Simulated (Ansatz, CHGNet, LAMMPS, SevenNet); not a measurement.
# hcp Zr: properties by level of theory

Reference values: elastic constant C11 155 GPa (measured, 4 K, zero-point motion not removed; as tabulated in Clouet (2012), arXiv:1210.1082); elastic constant C44 36.3 GPa (measured, 4 K, zero-point motion not removed; as tabulated in Clouet (2012), arXiv:1210.1082).

```csv
level (code),elastic constant C11 (GPa),elastic constant C44 (GPa)
Lennard-Jones jacobson2022 (LAMMPS),619,162
CHGNet 0.3.0,93.3,8.01
SevenNet-l3i5,114,25.5
LDA (Ansatz),141,17.0
r²SCAN+rVV10 (Ansatz),155,34.1
```

Differences from the reference values (errors of the level alone only where the reference is corrected to a static lattice):

| level | elastic constant C11 (%) | elastic constant C44 (%) |
|---|---|---|
| Lennard-Jones jacobson2022 | +299 | +346 |
| CHGNet 0.3.0 | -40 | -78 |
| SevenNet-l3i5 | -26 | -30 |
| LDA | -9.0 | -53 |
| r²SCAN+rVV10 | 0.0 | -6.1 |

Nearest: elastic constant C11, not ranked (one source); elastic constant C44, not ranked (one source).

Empirical potentials (Lennard-Jones jacobson2022) are fitted to chosen data: where that held the value shown, agreement is built in, and what lay outside the fit can be far off. Machine-learned potentials (CHGNet 0.3.0, SevenNet-l3i5) are trained on DFT data: a solid inside that data is no test of them.

Ansatz's density-functional and Hartree–Fock values are scalar-relativistic unless marked +SOC, with PAW data made under PBE.

Unless a cell is named, each level is at its own relaxed cell (Lennard-Jones jacobson2022 23.19, CHGNet 0.3.0 23.45, SevenNet-l3i5 23.48, LDA 21.78, r²SCAN+rVV10 23.27 Å³/atom).

Differences are worked out from the printed values.

Computed values are for the static lattice.

Ansatz is a first-principles code.
